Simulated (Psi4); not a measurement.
This Psi4 input (PBE0/pcseg-2) gives -537.36259 Eh with 122 basis functions.

```
memory 8100 MB

molecule {
-1 1
C    -0.11694774    1.03088931   -0.00007554
C     1.22198947    1.09440150    0.02281699
Cl   -0.60067191   -0.88892025   -0.01186726
H     1.92742678    0.26300953    0.03327278
H     1.65374524    2.09688986    0.03202189
}

set {
  basis pcseg-2
  scf_type df
}

energy('pbe0')
print_variables()
```

Change:
```diff
- basis pcseg-2
+ basis pcseg-3
```

Question: What does the run give now?

Answer: -537.37581 Eh (PBE0/pcseg-3, 250 functions), a change of -13.22 mEh.
